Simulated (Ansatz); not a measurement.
**BH4⁺, triplet: stretch scan**

Starting geometry (PBE0/def2-TZVP stationary point for this spin, not checked as a minimum):

```json
{"atom": "B", "x (Å)": "0.0000", "y (Å)": "0.0000", "z (Å)": "0.0000"}
{"atom": "H", "x (Å)": "0.4725", "y (Å)": "0.4863", "z (Å)": "1.0573"}
{"atom": "H", "x (Å)": "-0.4858", "y (Å)": "-0.4709", "z (Å)": "1.0582"}
{"atom": "H", "x (Å)": "-0.4719", "y (Å)": "0.4714", "z (Å)": "-1.0643"}
{"atom": "H", "x (Å)": "0.4852", "y (Å)": "-0.4868", "z (Å)": "-1.0513"}
```

From there H5 moves along the line of the two atoms named below, all else staying in place; atoms are numbered as listed. Energies are in kcal/mol, counted from the starting geometry at the same level. Kohn–Sham curves are unrestricted where that lies lower.

Basis cc-pVDZ; Ansatz 0.2.0. Correlated methods freeze the noble-gas cores.

In so small a basis the reference is far from its limit while semilocal and hybrid functionals are nearer theirs (RPA and double hybrids share much of the reference's basis error), so the functionals' errors here hold much of the reference's basis and frozen-core error, which can add to them or hide them.

Full CI is exact within this basis and frozen core; it isn't the basis-set limit.

| distance B1-H5 (Å) | full CI | PBE | BLYP | r2SCAN | PBE0 | B3LYP | wB97X-V | wB97M-V | B2PLYP | RPA-PBE |
| --- | --- | --- | --- | --- | --- | --- | --- | --- | --- | --- |
| 1.024 | 18.6 | 19.0 | 18.7 | 18.0 | 18.2 | 18.1 | 18.6 | 18.1 | 17.9 | 19.8 |
| 1.132 | 4.7 | 5.0 | 5.0 | 4.5 | 4.6 | 4.6 | 4.8 | 4.5 | 4.4 | 5.3 |
| 1.256 | 0.0 | 0.0 | 0.0 | 0.0 | 0.0 | 0.0 | 0.0 | 0.0 | 0.0 | 0.0 |
| 1.389 | 2.2 | 1.7 | 1.5 | 2.2 | 2.3 | 2.0 | 2.1 | 2.2 | 2.2 | 1.5 |
| 1.522 | 7.7 | 6.9 | 6.2 | 7.8 | 7.9 | 7.2 | 7.7 | 7.9 | 7.7 | 6.6 |
| 1.772 | 19.3 | 18.4 | 16.6 | 19.3 | 19.9 | 18.3 | 19.4 | 19.9 | 19.1 | 17.7 |
| 2.042 | 27.3 | 27.4 | 24.7 | 28.2 | 28.8 | 26.6 | 27.9 | 28.6 | 27.2 | 25.8 |
| 2.270 | 30.1 | 31.7 | 28.7 | 32.7 | 32.9 | 30.6 | 31.4 | 32.6 | 30.5 | 29.1 |
| 2.774 | 31.4 | 36.0 | 32.8 | 37.5 | 37.0 | 34.6 | 34.3 | 36.7 | 33.4 | 32.0 |
| 3.341 | 31.7 | 38.2 | 34.9 | 39.9 | 39.0 | 36.8 | 35.5 | 38.4 | 34.7 | 32.7 |
| 4.364 | 32.0 | 39.2 | 35.7 | 41.3 | 40.5 | 38.3 | 36.3 | 39.4 | 35.5 | 29.1 |
